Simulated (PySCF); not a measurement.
Compound: octatetraene, C₈H₁₀.
Numbering: `[CH2:1]=[CH:2]/[CH:3]=[CH:4]/[CH:5]=[CH:6]/[CH:7]=[CH2:8]`

Structure used (PBE0-D3(BJ)/def2-SVP), in Å, numbered top down from 1:
```xyz
18
C8H10 angstrom
C      3.531    1.219   -1.703
C      2.694    1.059   -0.664
C      1.389    0.447   -0.752
C      0.549    0.288    0.299
C     -0.751   -0.321    0.214
C     -1.590   -0.480    1.265
C     -2.895   -1.092    1.177
C     -3.730   -1.252    2.217
H      3.257    0.881   -2.707
H      4.509    1.689   -1.583
H      3.002    1.410    0.329
H      1.071    0.092   -1.741
H      0.869    0.643    1.286
H     -1.071   -0.676   -0.774
H     -1.271   -0.126    2.253
H     -3.204   -1.443    0.185
H     -3.455   -0.915    3.222
H     -4.709   -1.723    2.099
```

Method: delta-SCF UKS SCAN, pcX-2 on the ionised atom, pcseg-1 elsewhere, spin-free X2C (PySCF). Every row has its own mixed basis.

```tsv
ionised atom	basis functions	E(ground) (Eh)	E(ionised) (Eh)
C1	193	-310.72384	-300.09102
C3	193	-310.72461	-300.07353
```

Question: Turn these total energies into binding energies.

Answer: E(ionised) − E(ground), at 27.2114 eV a hartree:

```
atom           environment  difference (Eh)  binding energy (eV)
  C1  terminal =CH2 carbon         10.63282               289.33
  C3      alkene CH carbon         10.65108               289.83
```

Only 1s holes are shown. Atoms equivalent by their bonding share one computed value, that of the first of them. The unrestricted hole states depart most from a pure doublet (⟨S²⟩ = 0.75; over 0.85 named) for C 1s of C1/C8 (0.86) and C 1s of C3/C6 (0.95), which makes these values less certain. The structure is a single PBE0-D3(BJ)/def2-SVP conformer in the gas phase; no vibrational or solvent corrections.
